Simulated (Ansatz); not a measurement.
# Match the barriers

Saddle point of Si$_{2}$H$_{7}$F, closed shell (Si₂H₆ ([SiH3][SiH3]) + HF → Si₂H₅F ([F][SiH2][SiH3]) + H₂; bonds formed: Si1–F7, H2–H6; bonds broken: Si1–H2, H6–F7), PBE0-D4/def2-TZVP structure:

```json
{"atom": "Si1", "x (Å)": "-0.8266", "y (Å)": "-0.1169", "z (Å)": "-0.3028"}
{"atom": "H2", "x (Å)": "-0.9156", "y (Å)": "-1.8020", "z (Å)": "-0.5023"}
{"atom": "H3", "x (Å)": "-1.5644", "y (Å)": "0.6349", "z (Å)": "-1.3412"}
{"atom": "H4", "x (Å)": "-1.8722", "y (Å)": "-0.3926", "z (Å)": "0.7404"}
{"atom": "Si5", "x (Å)": "0.9540", "y (Å)": "0.8523", "z (Å)": "0.8571"}
{"atom": "H6", "x (Å)": "-0.2347", "y (Å)": "-1.5838", "z (Å)": "-1.1364"}
{"atom": "F7", "x (Å)": "0.4576", "y (Å)": "-0.7207", "z (Å)": "-1.6711"}
{"atom": "H8", "x (Å)": "0.4286", "y (Å)": "1.7078", "z (Å)": "1.9543"}
{"atom": "H9", "x (Å)": "1.7689", "y (Å)": "-0.2402", "z (Å)": "1.4524"}
{"atom": "H10", "x (Å)": "1.8046", "y (Å)": "1.6613", "z (Å)": "-0.0505"}
```

Ansatz 0.2.0; basis: def2-TZVPP, with def2-QZVPP for the basis limit; cores frozen in the correlated methods. Extrapolation: Hartree–Fock as exp(−7.88 √X), correlation as X^−2.97. Four methods, as single points on the PBE0-D4 structures, gave these electronic barriers from the start structure: 1.226, 1.423, 1.547, 2.163 eV.

(1) The methods were, in alphabetical order, HF, MP2, PBE-D4, PBE0-D4. Which gave which? (Judge from chemistry; the calculation decides.)

No T1 diagnostic of these runs exceeds 0.015.

Results:

(1) The calculation gives: PBE-D4 1.226; PBE0-D4 1.423; MP2 1.547; HF 2.163 eV. For comparison, CCSD(T) at an estimated basis limit (MP2 extrapolated from triple and quadruple zeta, plus CCSD(T) − MP2 in triple zeta) gives 1.574 eV.

Labels in which every atom is bracketed show which atoms are joined, not bond orders.

For scale, one of the runs: CCSD(T)/def2-TZVPP, 213 basis functions (an equivalent command: `ansatz run in.yaml --threads 4`). The run took 78 s on 4 CPU threads (shared host), with 2.9 GiB of host memory at its peak.
